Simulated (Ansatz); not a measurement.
System: diamond-structure Ge. Method: r²SCAN50 in Ansatz (plane waves, PAW).

Run with plane-wave cutoff 520 eV, 8×8×8 k mesh, Fermi–Dirac smearing 0.01 eV, scalar-relativistic PAW data made under PBE.

Properties against volume:

| V (Å³/atom) | P (GPa) | direct gap at Γ (eV) | smallest gap on the k mesh (eV) |
|---|---|---|---|
| 20.949 | 5.08 | 3.831 | 2.760 |
| 21.720 | 1.38 | 3.370 | 2.797 |
| 22.051 | 0.00 | 3.177 | 2.760 |
| 22.602 | -2.06 | 2.863 | 2.640 |
| 22.974 | -3.30 | 2.656 | 2.561 |

The fundamental gap (2.76 eV at the equilibrium volume, on the SCF mesh) lies elsewhere than Γ–Γ.

Spin–orbit coupling is not included.

Ansatz is a quantum-chemistry and plane-wave program.
